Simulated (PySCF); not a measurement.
Compound: C₅H₉F.
SMILES with atom numbers: `[F:1][CH:2]1[CH2:3][CH2:4][CH2:5][CH2:6]1`

Geometry (GFN2-xTB, Å), atoms numbered from 1 in this order:
```
atom  x, y, z in Å
F1     1.0551   -1.7741   -1.0137
C2     0.7566   -1.0106    0.1024
C3     1.1950    0.4431   -0.1332
C4    -0.0576    1.2947    0.0919
C5    -1.2023    0.3569   -0.2824
C6    -0.7596   -0.9754    0.3196
H7     1.2898   -1.4952    0.9269
H8     2.0173    0.7327    0.5187
H9     1.5319    0.5308   -1.1666
H10   -0.0466    2.2052   -0.5046
H11   -0.1386    1.5735    1.1439
H12   -1.2708    0.2697   -1.3674
H13   -2.1647    0.6884    0.1035
H14   -1.2355   -1.8348   -0.1493
H15   -0.9744   -0.9969    1.3883
```

NICS is the negative of the GIAO shielding at a point without a nucleus: at the ring centre (0) and 1 Å above and below it (1); zz is the component along the ring normal. Level: GIAO PBE0/pcSseg-1 (PySCF, non-relativistic, gas phase) on the GFN2-xTB geometry, one conformer.

Ring bond lengths (Å), with Mayer bond orders in brackets: C2–C3 1.537 (1.01), C3–C4 1.531 (1.04), C4–C5 1.526 (1.03), C5–C6 1.528 (1.02), C6–C2 1.532 (1.02).

**Question.** Give the NICS values of each ring in ppm.

**Answer.** 
```csv
ring,type,NICS(0),"NICS(1), two faces","NICS(1)zz, two faces",rms pucker (Å),"centre to ring atoms, mean (Å)"
C2–C3–C4–C5–C6,5-membered carbocycle; formal bonds all single,-4.7,-3.1 / -4.8,-2.2 / -5.6,0.18,1.28
```

**Question.** What can be read from them?

**Answer.** 
- C2–C3–C4–C5–C6: mean NICS(1)zz -3.9 ppm, shielded. C2, C3, C4, C5, C6 have four or more neighbours, so the value isn't read as a sign of a π ring current. The two faces differ by 3.4 ppm, so no symmetry operation interchanges them.

**Question.** At the second NICS(1) probe listed for ring C2–C3–C4–C5–C6, 1 Å off the ring, what do the in-plane components average?

**Answer.** The isotropic value is a third of the trace: (3 × -4.8 − (-5.6))/2 = -4.4 ppm.

**Question.** How shielded are the nuclei of the rings and their hydrogens (means over atoms taken as equivalent)?

**Answer.** 
```tsv
atoms	environment	σ isotropic (ppm)	principal values of the symmetric part, first atom (ppm)
C2	sp3 C–F carbon	88.7	51.1, 80.8, 134.0
C3 (×2)	ring CH2 carbon	148.3	122.1, 152.2, 172.5
C4 (×2)	ring CH2 carbon	157.6	129.9, 164.9, 175.2
H7	methine hydrogen	26.40	23.3, 26.0, 29.9
H8 (×2)	methylene hydrogen	29.78	25.0, 27.7, 35.5
H9 (×2)	methylene hydrogen	29.70	25.5, 28.4, 35.6
H10 (×2)	methylene hydrogen	29.89	25.2, 27.1, 37.1
H11 (×2)	methylene hydrogen	30.26	25.7, 28.3, 37.4
```
